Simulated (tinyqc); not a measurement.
CCSD on RHF in the sto-6g basis, for BH3, spin multiplicity 1, step by step. One step of it, computed by the program tinyqc.

Question. CCSD: starting amplitudes. t_ij^ab = <ij||ab> / (e_i + e_j - e_a - e_b), whose energy is MP2.

orbital energies (hartree): MO1 -7.523822, MO2 -0.673336, MO3 -0.470896, MO4 -0.470882, MO5 0.233561, MO6 0.707183, MO7 0.758408, MO8 0.758486

Two-electron integrals over orbitals (pq|rs), unique and non-zero (hartree):
```
(11|11) 2.898392    (21|11) -0.252872   (21|21) 0.035040    (22|11) 0.606184
(22|21) -0.008717   (22|22) 0.444819    (31|31) 0.007712    (32|31) 0.013080
(32|32) 0.121965    (33|11) 0.550111    (33|21) -0.003437   (33|22) 0.441933
(33|33) 0.495692    (41|11) -0.000133   (41|21) 0.000013    (41|22) -0.000023
(41|33) -0.004168   (41|41) 0.007710    (42|11) -0.000019   (42|21) -0.000011
(42|22) -0.000178   (42|33) -0.063396   (42|41) 0.013072    (42|42) 0.121831
(43|31) -0.004158   (43|32) -0.063344   (43|43) 0.049105    (44|11) 0.550022
(44|21) -0.003442   (44|22) 0.441745    (44|33) 0.397218    (44|41) 0.004174
(44|42) 0.063471    (44|44) 0.495770    (51|11) -0.004187   (51|21) 0.000531
(51|22) -0.000357   (51|33) -0.000174   (51|41) 3.49e-07    (51|42) 2.65e-08
(51|44) -0.000174   (51|51) 0.022213    (52|11) 0.002081    (52|21) -0.000181
(52|22) -0.000463   (52|33) -0.000291   (52|41) -7.24e-08   (52|42) 7.22e-08
(52|44) -0.000291   (52|51) 0.021035    (52|52) 0.069089    (53|31) 0.000065
(53|32) -0.000374   (53|43) 0.000381    (53|53) 0.018073    (54|11) 2.71e-06
(54|21) -1.72e-07   (54|22) 5.99e-07    (54|33) 0.000382    (54|41) 0.000065
(54|42) -0.000374   (54|44) -0.000382   (54|51) 0.000012    (54|52) 0.000026
(54|54) 0.018068    (55|11) 0.743044    (55|21) -0.009431   (55|22) 0.464044
(55|33) 0.437329    (55|41) -4.51e-06   (55|42) -0.000015   (55|44) 0.437276
(55|51) 0.000544    (55|52) 0.002720    (55|54) 2.63e-06    (55|55) 0.587130
(61|11) -0.292743   (61|21) 0.041827    (61|22) -0.009466   (61|33) -0.003539
(61|41) 0.000135    (61|42) 0.000162    (61|44) -0.003448   (61|51) 0.000318
(61|52) -0.000479   (61|54) 7.67e-07    (61|55) -0.007570   (61|61) 0.050148
(62|11) 0.223057    (62|21) -0.010399   (62|22) 0.041835    (62|33) 0.022204
(62|41) 0.000059    (62|42) 5.46e-07    (62|44) 0.021800    (62|51) -0.000466
(62|52) -0.000168   (62|54) 0.000006    (62|55) 0.107426    (62|61) -0.010921
(62|62) 0.070833    (63|31) 0.003424    (63|32) -0.042130   (63|43) 0.039743
(63|53) 0.000444    (63|63) 0.057864    (64|11) 0.001873    (64|21) -0.000053
(64|22) 0.000476    (64|33) 0.040455    (64|41) 0.003365    (64|42) -0.042992
(64|44) -0.039951   (64|51) -4.97e-08   (64|52) 0.000010    (64|54) 0.000451
(64|55) 0.000902    (64|61) 3.67e-06    (64|62) 0.000981    (64|64) 0.058903
(65|11) -0.001835   (65|21) -0.000091   (65|22) -0.001121   (65|33) -0.000519
(65|41) 1.93e-06    (65|42) 0.000013    (65|44) -0.000506   (65|51) 0.023875
(65|52) 0.066098    (65|54) 0.000177    (65|55) 0.000361    (65|61) -0.000457
(65|62) -0.001744   (65|64) -0.000009   (65|65) 0.069529    (66|11) 0.640996
(66|21) -0.013091   (66|22) 0.443243    (66|33) 0.441709    (66|41) 0.000218
(66|42) 0.001834    (66|44) 0.443642    (66|51) -0.000990   (66|52) -0.002003
(66|54) -0.000009   (66|55) 0.465568    (66|61) -0.013988   (66|62) 0.029783
(66|64) -0.000509   (66|65) -0.002551   (66|66) 0.462163    (71|11) 0.002517
(71|21) -0.000369   (71|22) 0.000053    (71|33) -0.005294   (71|41) 0.013555
(71|42) 0.019631    (71|44) 0.005368    (71|51) -2.75e-06   (71|52) 4.01e-06
(71|54) 0.000128    (71|55) 0.000063    (71|61) -0.000231   (71|62) 0.000200
(71|64) 0.006225    (71|65) 0.000007    (71|66) 0.000472    (71|71) 0.024113
(72|11) -0.002023   (72|21) 0.000088    (72|22) -0.000379   (72|33) 0.025108
(72|41) 0.007601    (72|42) -0.004011   (72|44) -0.025518   (72|51) 3.91e-06
(72|52) 2.65e-07    (72|54) 0.000663    (72|55) -0.000967   (72|61) 0.000204
(72|62) -0.000248   (72|64) 0.045924    (72|65) 0.000016    (72|66) -0.000438
(72|71) 0.012824    (72|72) 0.048829    (73|31) 0.003389    (73|32) 0.052652
(73|43) -0.024038   (73|53) -0.000335   (73|63) -0.030126   (73|73) 0.037230
(74|11) 0.202942    (74|21) -0.005396   (74|22) 0.045601    (74|33) 0.053112
(74|41) -0.003442   (74|42) -0.051888   (74|44) 0.006237    (74|51) 0.000025
(74|52) 0.001148    (74|54) 0.000329    (74|55) 0.096092    (74|61) -0.005089
(74|62) 0.067467    (74|64) 0.030419    (74|65) -0.000356   (74|66) 0.027900
(74|71) -0.005554   (74|72) 0.008542    (74|74) 0.104361    (75|11) 0.000015
(75|21) 6.37e-07    (75|22) 0.000007    (75|33) -0.000722   (75|41) 0.000230
(75|42) 0.001538    (75|44) 0.000732    (75|51) -0.000206   (75|52) -0.000580
(75|54) 0.016257    (75|55) -3.95e-06   (75|61) 0.000007    (75|62) 0.000017
(75|64) -0.000554   (75|65) -0.000429   (75|66) 0.000045    (75|71) 0.000379
(75|72) 0.000208    (75|74) -0.000652   (75|75) 0.019969    (76|11) 0.000309
(76|21) 0.000024    (76|22) -0.000020   (76|33) -0.057579   (76|41) 0.013330
(76|42) 0.109360    (76|44) 0.057941    (76|51) 0.000008    (76|52) 0.000020
(76|54) -0.000493   (76|55) 0.000073    (76|61) 0.000218    (76|62) 0.000071
(76|64) -0.045867   (76|65) 0.000031    (76|66) 0.001937    (76|71) 0.020947
(76|72) -0.009780   (76|74) -0.052906   (76|75) 0.001368    (76|76) 0.111813
(77|11) 0.687107    (77|21) -0.009612   (77|22) 0.460426    (77|33) 0.428468
(77|41) -0.001084   (77|42) 0.026307    (77|44) 0.491913    (77|51) -0.000115
(77|52) 0.000412    (77|54) -0.000414   (77|55) 0.478790    (77|61) -0.009442
(77|62) 0.045329    (77|64) -0.035679   (77|65) -0.000260   (77|66) 0.470541
(77|71) -0.002788   (77|72) -0.031562   (77|74) 0.043442    (77|75) 0.000207
(77|76) 0.027754    (77|77) 0.530486    (81|31) 0.013557    (81|32) 0.019636
(81|43) -0.005307   (81|53) 0.000128    (81|63) 0.006320    (81|73) 0.005502
(81|81) 0.024107    (82|31) 0.007596    (82|32) -0.004114   (82|43) 0.025347
(82|53) 0.000664    (82|63) 0.045805    (82|73) -0.009941   (82|81) 0.012814
(82|82) 0.048847    (83|11) 0.202893    (83|21) -0.005401   (83|22) 0.045433
(83|33) 0.005941    (83|41) 0.003418    (83|42) 0.052289    (83|44) 0.053451
(83|51) 0.000025    (83|52) 0.001148    (83|54) -0.000331   (83|55) 0.096054
(83|61) -0.004996   (83|62) 0.067340    (83|64) -0.029602   (83|65) -0.000344
(83|66) 0.029682    (83|71) 0.005603    (83|72) -0.010116   (83|74) 0.035877
(83|75) 0.000662    (83|76) 0.053718    (83|77) 0.063571    (83|83) 0.104871
(84|31) 0.003424    (84|32) 0.052298    (84|43) -0.023691   (84|53) -0.000331
(84|63) -0.029641   (84|73) 0.032763    (84|81) 0.005566    (84|82) -0.009525
(84|84) 0.036710    (85|31) 0.000230    (85|32) 0.001539    (85|43) -0.000725
(85|53) 0.016256    (85|63) -0.000542   (85|73) 0.000664    (85|81) 0.000379
(85|82) 0.000208    (85|84) 0.000659    (85|85) 0.019961    (86|31) 0.013347
(86|32) 0.108942    (86|43) -0.057072   (86|53) -0.000485   (86|63) -0.044319
(86|73) 0.053695    (86|81) 0.020988    (86|82) -0.009316   (86|84) 0.053318
(86|85) 0.001364    (86|86) 0.110822    (87|31) 0.000738    (87|32) -0.029155
(87|43) 0.033178    (87|53) 0.000427    (87|63) 0.037148    (87|73) -0.011912
(87|81) 0.002334    (87|82) 0.031421    (87|84) -0.011577   (87|85) -0.000240
(87|86) -0.029814   (87|87) 0.034890    (88|11) 0.687103    (88|21) -0.009612
(88|22) 0.460495    (88|33) 0.492908    (88|41) 0.000847    (88|42) -0.028220
(88|44) 0.427421    (88|51) -0.000115   (88|52) 0.000412    (88|54) 0.000423
(88|55) 0.478800    (88|61) -0.009396   (88|62) 0.045825    (88|64) 0.037457
(88|65) -0.000264   (88|66) 0.469572    (88|71) 0.002592    (88|72) 0.030906
(88|74) 0.064230    (88|75) -0.000226   (88|76) -0.029259   (88|77) 0.463197
(88|83) 0.042210    (88|88) 0.531472
```

Give: Starting amplitudes; correlation energy.

Answer.

Starting amplitudes (spin orbitals 1a, 1b, ...; amplitudes related by a flip of all spins are not repeated; the 24 largest):

| from | to | t |
|---|---|---|
| 3a 3b | 8a 8b | -0.0427 |
| 4a 4b | 7a 7b | -0.0424 |
| 2a 2b | 5a 5b | -0.0381 |
| 2a 4b | 6a 7b | -0.0259 |
| 2a 3b | 6a 8b | -0.0258 |
| 2a 2b | 6a 6b | -0.0257 |
| 4a 4b | 6a 6b | -0.0250 |
| 3a 3b | 6a 6b | -0.0246 |
| 2a 4b | 6b 7a | 0.0176 |
| 2a 3b | 6b 8a | 0.0176 |
| 2a 2b | 8a 8b | -0.0171 |
| 2a 2b | 7a 7b | -0.0171 |
| 3a 3b | 7a 7b | -0.0151 |
| 4a 4b | 8a 8b | -0.0149 |
| 3a 4b | 7b 8a | 0.0146 |
| 3a 4b | 7a 8b | -0.0133 |
| 3a 3b | 5a 5b | -0.0128 |
| 4a 4b | 5a 5b | -0.0128 |
| 4a 4b | 6a 7b | -0.0126 |
| 3a 3b | 6a 7b | 0.0125 |
| 3a 4b | 6a 8b | 0.0123 |
| 3a 4b | 6b 8a | -0.0123 |
| 2a 4a | 6a 7a | -0.0083 |
| 2a 3a | 6a 8a | -0.0083 |

correlation energy = -0.036130 hartree
